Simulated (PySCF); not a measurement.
Compound: PH2OH, H3OP.
Geometry (PBE0-D3(BJ)/def2-TZVP, Å), atoms numbered from 1 in this order:
```xyz
5
H3OP angstrom
O      0.890   -0.455    0.097
P     -0.324    0.573   -0.362
H      1.673   -0.271   -0.425
H     -0.699    1.061    0.922
H     -1.390   -0.368   -0.375
```

Linear response at PBE0/aug-cc-pVTZ (PySCF, frozen core in the response, non-relativistic). The structure is a single PBE0-D3(BJ)/def2-TZVP conformer in the gas phase; no vibrational or solvent corrections.

Static isotropic polarisability: 33.67 au (4.99 Å³), principal values 32.2, 32.3, 36.5 au.

Question: What is the polarisability at 1064 nm and at the sodium D line?

Answer: 34.07 au at 1064 nm (+1.2 %), 35.04 au at 589.3 nm (+4.1 %). The rise at 589.3 nm is 3.43 times that at 1064 nm; a pure ω² law gives 3.26. The lowest singlet lies at 231 nm, shorter than both wavelengths.

Question: What is the isotropic C6 coefficient between two such molecules, C6 = (3/π)∫α(iω)² dω?

Answer: 407 au (Eh·bohr⁶) by a ten-point quadrature over imaginary frequencies, which is 243 eV·Å⁶ or 23.5 J·nm⁶/mol.

Question: Which effective excitation energy ω̄ makes London's formula C6 = (3/4)α²ω̄ exact here?

Answer: ω̄ = 4·C6/(3α²) = 0.479 Eh = 13.0 eV. A one-pole form α(ω) = α/(1 − ω²/ω̄²) fitted to the 1064 nm value gives 10.8 eV.

Question: How anisotropic is the static polarisability, by Δα² = ½[(α1 − α2)² + (α2 − α3)² + (α3 − α1)²]?

Answer: Δα = 4.2 au, or 0.13 of the isotropic value.

Question: What does −C6/R⁶ come to at R = 10 Å between centres?

Answer: -23 J/mol. This is the leading, orientation-averaged term; C8 and higher terms are left out.

Question: What molar refraction at the D line follows from R = (4π/3)·N_A·α′, with α′ the polarisability volume?

Answer: α′ = 5.19 Å³ gives R = 13.10 cm³/mol, for isolated, non-vibrating species.

Question: What n − 1 at the D line would an ideal gas of it have at 273.15 K and 1 atm (2.6868 × 10¹⁹ cm⁻³), by n − 1 = 2π·N·α′?

Answer: 8.76 × 10⁻⁴, a formal value whether or not that pressure can be reached.

Question: How many electrons N does the Slater–Kirkwood formula C6 = (3/4)·√N·α^(3/2) need to give this C6?

Answer: N = (4·C6/3)²/α³ = 7.7; the species has 26 electrons in all.
